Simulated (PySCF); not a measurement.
**Which is lower?**

Two relaxed structures of B₂SiH₄, singlet (PBE0-D4/def2-TZVP; forces vanish, vibrations not checked).

A:

```xyz
7
angstrom
B -0.3589 1.0855 -0.0152
Si -0.7400 -0.5602 -0.7076
B 0.7003 -0.0088 0.5219
H -1.0745 -1.8908 -1.2873
H -0.6671 2.2236 0.0291
H 1.6556 -0.0957 1.2268
H 0.5454 -1.2245 0.1065
```

B:

B1  (-0.503, -0.625, -0.511)
Si2  (-0.345, 1.205, -0.288)
B3  (0.731, -0.006, 0.604)
H4  (-1.009, -1.618, -0.924)
H5  (-1.135, 2.436, -0.099)
H6  (1.558, -0.331, 1.394)
H7  (0.700, -1.066, -0.186)
(Å)

Computed with PySCF 2.14 with density fitting (its default auxiliary sets; JK sets also for MP2 and CCSD(T)) (basis: def2-TZVPP); correlated methods freeze the cores. B3LYP uses VWN-RPA correlation.

(1) Which structure is lower at CCSD(T), and by how much? (An estimate is asked for; the value comes from the calculation.)

No T1 diagnostic of these runs exceeds 0.016.

Results:

(1) The calculation gives: A, by 4.72 kcal/mol (electronic energy, against the other). By their contacts, A is B₂SiH₄ ([H]1[BH]2[BH][SiH]12) and B is B₂SiH₄ ([H]1[BH]2[SiH][BH]12).

All methods give the same order:

```csv
method,E(B) − E(A) (kcal/mol)
PBE-D4,4.88
r2SCAN-D4,5.20
PBE0-D4,4.53
B3LYP-D4,4.96
wB97M-V,5.26
HF,4.46
MP2,4.95
CCSD,4.60
CCSD(T),4.72
```

Labels in which every atom is bracketed show which atoms are joined, not bond orders.

For scale, one of the runs: CCSD(T)/def2-TZVPP, 160 basis functions, launched by `OMP_NUM_THREADS=2 python run.py`. The run took 3 min on 2 CPU threads of an Arm Neoverse V1 (shared host), with 0.91 GiB of host memory at its peak.
